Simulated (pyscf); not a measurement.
Optimised with ωB97X-D3(BJ)/def2-SVP in PySCF. Correlated levels are frozen-core, on RHF or UHF. ΔMP2 is the change of the MP2 total energy from the triple- to the quadruple-zeta basis.

Question: For `[BH]=[NH]` + `[ClH]` → `[NH2][BH][Cl]`, an addition across a multiple bond or ene-type step (singlet surface; Cl–H broken, B–Cl, H–N formed), PBE/def2-TZVP gives ΔE‡ = 7.8 kcal/mol and ΔE = -56.0 kcal/mol (zero: the separated reactants). In which direction and how far do r²SCAN/def2-TZVP, B3LYP-D3(BJ)/def2-TZVP, CCSD(T)/def2-TZVPP + ΔMP2(QZVPP) move these?

Answer: r²SCAN: ΔE‡ = 8.6 kcal/mol, ΔE = -58.3 kcal/mol; B3LYP-D3(BJ): ΔE‡ = 12.1 kcal/mol, ΔE = -55.1 kcal/mol; CCSD(T): ΔE‡ = 15.9 kcal/mol, ΔE = -54.2 kcal/mol. PBE's barrier lies under all of them, by 0.8 to 8.1 kcal/mol. Its reaction energy lies among theirs. This is the saddle that the search found; another between the same sides may lie lower. The CCSD(T) − MP2 part came from Ansatz, without density fitting, on the same reference.
